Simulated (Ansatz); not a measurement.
How far each method lies from full CI for HAlB, quartet

Geometry: a point of a breathe scan, not a stationary point.

```tsv
atom	x (Å)	y (Å)	z (Å)
B	0.0000	0.0000	2.0750
Al	0.0000	0.0000	-0.1370
H	0.0000	0.0000	-1.9380
```

Basis 6-31G; Ansatz 0.2.0. Correlated methods freeze the noble-gas cores, which leaves 7 electrons in 18 orbitals. Prefix R: restricted or restricted open-shell reference; prefix U: unrestricted. Active spaces: valence = (7e, 9o) chosen from the atoms' valence shells.

Full CI is exact within this basis and frozen core; it isn't the basis-set limit. The frozen core follows each run's orbitals, which can shift R against U totals by a few meV.

The UHF ⟨S²⟩ is 3.765. The T1 diagnostic (RCCSD) is 0.0553 and the largest doubles amplitude (RCCSD) is 0.118. The T1 diagnostic (UCCSD) is 0.0453.

Problem. From what is known of these methods and the diagnostics, rank them by the size of their error in total energy against full CI in 6-31G, smallest first (an estimate: the text doesn't fix the numbers).
A. RCCSD(T)
B. CASSCF (valence space)
C. UCCSDT
D. RHF
E. UCCSDT(Q)

Solution. E (0.12 kcal/mol), C (0.40 kcal/mol), A (1.32 kcal/mol), B (12.26 kcal/mol), D (62.40 kcal/mol).

All errors are against full CI in 6-31G. T1 is large (0.055) while the doubles stay small, which points to orbital relaxation. Within each family the higher level lies nearer, as is usual though not guaranteed.

The full-CI state has the irrep A2 of C2v, in the program's axes (one component, if the state is degenerate).

Natural occupations of full CI about the gap: 1.943 1.913 0.991 0.959 0.959 0.077 0.057 0.057 0.021 0.006; effectively unpaired electrons, Σ n²(2−n)², 3.08.
